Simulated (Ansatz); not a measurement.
A made-up structure of CH2FSi (charge -1), closed shell:

F1  (0.503, -1.674, 1.310)
C2  (0.751, -0.337, 0.986)
Si3  (-0.171, 0.357, -0.350)
H4  (-1.239, -0.131, -1.318)
H5  (0.954, -0.037, 1.982)
(Å)

It is relaxed with PBE-D4/def2-SVPD and then PBE0-D4/def2-TZVPD (Ansatz 0.2.0). Atoms count as bonded within 1.22 times the sum of their covalent radii (H–H: 0.88 Å). The end point is not checked to be a true minimum.

Question: Does its bonding change? (A judgement: the text doesn't fix the answer.)

Answer: Computed: No: no bond forms or breaks.

Where it ends: The first stage lowers the energy by 1.62 eV in 9 steps. It ends as CH₂FSi ([F][CH][SiH]), total charge -1:
```xyz
5
angstrom
F 0.3397 -1.7336 1.1476
C 0.4774 -0.3534 0.9835
Si -0.1929 0.6853 -0.2709
H -0.9306 -0.4274 -1.0544
H 1.1046 0.0065 1.8048
```

Labels in which every atom is bracketed show which atoms are joined, not bond orders.

For scale, one of the runs: PBE0-D4/def2-TZVPD relaxation, 138 basis functions, launched by `ansatz run in.yaml --threads 2 --pin off --events-out ev --progress --plain --max-ram 4352MiB`. The run took about 18 s on 2 CPU threads of an Arm Neoverse V1 (shared host).
